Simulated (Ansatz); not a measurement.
```yaml
crystal:
  periodic: [false, false, false]
  atoms:
    - {symbol: Si, position_ang: [-0.478445, -0.003873, 0.000924]}
    - {symbol: N, position_ang: [1.177528, 0.009533, -0.002275]}
    - {symbol: H, position_ang: [-1.021758, 1.368491, 0.003444]}
    - {symbol: H, position_ang: [-1.002732, -0.697761, 1.193485]}
    - {symbol: H, position_ang: [-1.007358, -0.695274, -1.191072]}
basis:
  gaussian: {orbitals: def2-TZVP}
magnetization: {spin_polarized: true, initial_magnetization: 2}
hamiltonian: {xc: pbe0}
relax: {f_tol: 0.004, max_steps: 80}
```

```sh
$ ansatz run in.yaml --threads 1 --pin off --events-out ev --progress --plain --max-ram 2176MiB
```

Steps of the relaxation (energy above the last step; positions in Å, forces in eV/Å):

```
5
step 1, 224.2 meV
Si   -0.478   -0.004    0.001   -3.583   -0.029    0.007
N     1.178    0.010   -0.002    3.526    0.029   -0.007
H    -1.022    1.368    0.003    0.016    0.316    0.000
H    -1.003   -0.698    1.193    0.021   -0.158    0.273
H    -1.007   -0.695   -1.191    0.020   -0.157   -0.273
```

```
5
step 2, 76.3 meV
Si   -0.506   -0.004    0.001   -2.031   -0.016    0.004
N     1.199    0.010   -0.002    1.944    0.016   -0.004
H    -1.020    1.392    0.003    0.029    0.044    0.000
H    -1.000   -0.710    1.214    0.029   -0.022    0.038
H    -1.005   -0.707   -1.212    0.029   -0.021   -0.038
```

```
5
step 3, 2.9 meV
Si   -0.533   -0.004    0.001   -0.360   -0.003    0.001
N     1.237    0.010   -0.002    0.336    0.003   -0.001
H    -1.024    1.401    0.003    0.008   -0.030    0.000
H    -1.004   -0.714    1.222    0.008    0.015   -0.026
H    -1.009   -0.712   -1.220    0.008    0.015    0.026
```

```
5
step 4, 0.0 meV
Si   -0.538   -0.004    0.001    0.006    0.000    0.000
N     1.251    0.010   -0.002   -0.015    0.000    0.000
H    -1.027    1.400    0.003    0.003    0.000    0.000
H    -1.007   -0.713    1.221    0.003    0.000    0.000
H    -1.012   -0.711   -1.218    0.003    0.000    0.000
```

```
5
step 6, 0.0 meV
Si   -0.538   -0.004    0.001    0.000    0.000    0.000
N     1.250    0.010   -0.002   -0.001    0.000    0.000
H    -1.026    1.400    0.003    0.000    0.000    0.000
H    -1.007   -0.714    1.221    0.000    0.000    0.000
H    -1.011   -0.711   -1.218    0.000    0.000    0.000
```

Close pairs at the end: Si1–H3 1.487 Å, Si1–H4 1.487 Å, Si1–H5 1.487 Å, Si1–N2 1.788 Å.

A stationary point of unrestricted PBE0 after 6 steps, with ⟨S²⟩ = 2.007 against 2.00 for a pure state; no frequencies were run, so it isn't proven a minimum. 25 s on 1 thread of Arm Neoverse N1, shared host.
